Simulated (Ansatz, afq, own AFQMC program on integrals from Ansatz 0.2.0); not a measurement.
AFQMC on a folder of integrals that Ansatz 0.2.0 wrote.

```yaml
crystal:
  periodic: [false, false, false]
  atoms:
    - {symbol: Al, position_ang: [0.000000, 0.000000, 0.000000]}
    - {symbol: H, position_ang: [0.000000, 0.000000, 2.970000]}
basis:
  gaussian: {orbitals: cc-pVTZ}
magnetization: {spin_polarized: true, initial_magnetization: 2}
correlation: {method: ccsd_t, electrons: outside_noble_gas, hamiltonian_folder: ham}
```

```sh
$ ansatz run in.yaml --threads 1 --pin off --events-out ev --progress --plain --max-ram 24576MiB --backend cuda --devices 0, --max-vram 18GiB
```

Options of the walk:

```
--method phaseless --trial cisd --walkers 4000 --populations 20 --least-time 60 --time-step 0.005 --steps-per-block 50 --equilibration-blocks 40 --max-blocks 4000 --target-error 0.00024 --factor-cut 1e-05 --start spin_pure --seed 8958 --release-times 0.24,0.51,0.99,1.62,2.4 --release-step 0.03 --release-every 3 --taylor-order 6
```

Times are imaginary, in 1/Eh. The walk had a cap of 129 s. With eight or more populations the least sampling time is a fifth of least-time, and the error comes from their spread.

afq prints:

```
orbitals 43  electrons 3 1  factors 264 of 287
reference energy -242.37879699 Eh
CCSD correlation -0.05245755 Eh in 13 cycles, weight of the determinant in the CISD state 0.9281
energy of the start -242.431185 Eh
 block  time / (1/Eh)  mean weight  energy / Eh
     1     0.250  0.9998  -242.431258
     2     0.500  1.0001  -242.431412
     3     0.750  1.0000  -242.431574
     4     1.000  1.0000  -242.431732
     5     1.250  1.0000  -242.431843
     7     1.750  0.9999  -242.432123
     9     2.250  0.9999  -242.432276
    11     2.750  1.0000  -242.432494
    15     3.750  1.0000  -242.432672
    19     4.750  0.9999  -242.432903
    23     5.750  1.0000  -242.432794
    27     6.750  0.9998  -242.432932
    31     7.750  1.0001  -242.432960
    35     8.750  1.0000  -242.433042
    37     9.250  0.9999  -242.433162
    39     9.750  0.9998  -242.432917
    43    10.750  1.0000  -242.432746
    47    11.750  0.9998  -242.432927
    51    12.750  0.9999  -242.432769
    55    13.750  1.0001  -242.432854
    59    14.750  1.0001  -242.432798
    63    15.750  0.9999  -242.432726
    67    16.750  1.0000  -242.432852
    71    17.750  0.9997  -242.432977
    75    18.750  1.0001  -242.432854
    79    19.750  0.9999  -242.432666
    83    20.750  0.9996  -242.432828
    87    21.750  0.9999  -242.432880
    89    22.250  0.9998  -242.432917
error from the spread of 20 populations
released: time / (1/Eh)  energy / Eh  error  mean overlap
  0.24  -242.432888  0.000021  0.9971
  0.51  -242.432908  0.000023  0.9942
  0.99  -242.432938  0.000023  0.9928
  1.62  -242.433008  0.000017  0.9921
  2.40  -242.433021  0.000015  0.9932
energy -242.432826 +/- 0.000027 Eh
(rows thinned)
```

The run passed its tests (sampling time, drift between the halves within three errors, error under three times the target), which doesn't prove that it has relaxed.

Against this walk (error 0.7 meV) on the same determinant: CCSD(T) 7.8 meV higher, CCSDT(Q) 6.8 meV lower, full CI 6.8 meV lower. The error is statistical and leaves out the bias of the constraint. Released to 2.40 1/Eh the energy lies 5.3 ± 0.8 meV (both errors) below the phaseless value, which shows part or all of the bias of the constraint, and full CI lies 1.5 meV below the released value. Full CI is exact here, so the walk's 7 meV above it is the walk's own error: the bias of the constraint with this trial.

Cautions: constraint bias not in the error; lower spins were not checked.

The walk took 26 s on 1 × NVIDIA H100 80GB HBM3 with 2 threads of AMD EPYC 7R13 Processor (Zen 3), on a shared host (the card was shared). The log's last line is the phaseless energy.

CCSDT and higher add their correlation energy to the determinant of the CCSD(T) run, since their own runs factorise the integrals more tightly (a shift of under 2 meV). A walk keeps the symmetry of its determinant, which the program's search chose and which needn't be the lowest solution, so a lower state of the same spin and another symmetry isn't excluded.
